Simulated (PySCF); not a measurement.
Choosing a molecule for a target property.

Each SMILES stands for a single optimised conformer of the isolated species, non-relativistic unless stated. Electronic properties by PySCF.

Dipoles, sizes and rotational constants follow the conformer. The torsions of the flexible species, by atom-mapped SMILES:
- `[CH3:1][O:2][c:3]1[cH:4][cH:5][c:6]([O:7][CH3:8])[cH:9][cH:10]1`: C1–O2–C3–C4 180°, C5–C6–O7–C8 0°
- `[CH2:1]=[C:2]([CH:3]([F:4])[F:5])[S:6]([CH3:7])(=[O:8])=[O:9]`: C1–C2–C3–F4 1°, C1–C2–S6–C7 101°
- `[CH3:1][CH2:2][CH2:3][c:4]1[cH:5][cH:6][o:7][c:8](=[O:9])[cH:10]1`: C1–C2–C3–C4 68°, C2–C3–C4–C5 77°
- `[F:1][SiH2:2][N:3]([SiH3:4])/[CH:5]=[CH:6]\[CH:7]1[CH2:8][CH2:9]1`: F1–Si2–N3–Si4 -8°, Si2–N3–C5–C6 -138°, C5–C6–C7–C8 157°
- `[CH2:1]=[C:2]([F:3])/[CH:4]=[C:5]1/[C:6](=[CH2:7])[C:8]([F:9])=[C:10]1[CH2:11][F:12]`: C1–C2–C4–C5 180°, C8–C10–C11–F12 0°
- `[CH2:1]=[CH:2]/[CH:3]=[CH:4]/[C:5](=[CH2:6])[O:7][C:8]([CH3:9])=[O:10]`: C1–C2–C3–C4 179°, C3–C4–C5–C6 -179°, C4–C5–O7–C8 -140°, C5–O7–C8–C9 180°
- `[CH3:1][CH:2]([CH3:3])[C@H:4]([CH3:5])[CH2:6][CH2:7][SiH3:8]`: C1–C2–C4–C5 53°, C2–C4–C6–C7 -164°, C4–C6–C7–Si8 179°

Question: Wanted: dipole moment between 2 D and 4 D (PBE0/pcSseg-1) and smallest rotational constant above 0.7 GHz (GFN2-xTB), at GFN2-xTB geometries. Which candidate meets both?
A. `[SiH2](N([SiH3])/C=C\C1CC1)F`
B. `C=C(C(F)F)S(C)(=O)=O`
C. `CCCc1ccoc(c1)=O`
D. `COC1=CC=C(OC)C=C1`

Answer: B. Computed values:
```csv
species,dipole moment,smallest rotational constant
COC1=CC=C(OC)C=C1,0.00 D,0.607 GHz
[SiH2](N([SiH3])/C=C\C1CC1)F,1.75 D,0.517 GHz
C=C(C(F)F)S(C)(=O)=O,2.99 D,0.914 GHz
CCCc1ccoc(c1)=O,5.39 D,0.740 GHz
```

Question: Wanted: HOMO–LUMO gap between 5.2 eV and 6.7 eV (PBE0/pcSseg-1) and HOMO energy above -6 eV (PBE0/pcSseg-1), at GFN2-xTB geometries. Which candidate meets both?
A. `COc1ccc(OC)cc1`
B. `CCCc1ccoc(=O)c1`
C. `C=C/C=C/C(=C)OC(C)=O`
D. `C(S(=O)(C)=O)(C(F)F)=C`
E. `F[SiH2]N([SiH3])/C=C\C1CC1`
F. `C([C@@H](C)C(C)C)C[SiH3]`
G. `C1(C(=C)/C(C=1CF)=C/C(=C)F)F`

Answer: A. Computed values:
| species | HOMO–LUMO gap | HOMO energy |
| --- | --- | --- |
| C=C/C=C/C(=C)OC(C)=O | 4.84 eV | -6.38 eV |
| C1(C(=C)/C(C=1CF)=C/C(=C)F)F | 5.11 eV | -6.60 eV |
| CCCc1ccoc(=O)c1 | 5.29 eV | -6.91 eV |
| COc1ccc(OC)cc1 | 5.65 eV | -5.82 eV |
| F[SiH2]N([SiH3])/C=C\C1CC1 | 6.24 eV | -6.24 eV |
| C(S(=O)(C)=O)(C(F)F)=C | 7.07 eV | -8.68 eV |
| C([C@@H](C)C(C)C)C[SiH3] | 9.05 eV | -8.11 eV |
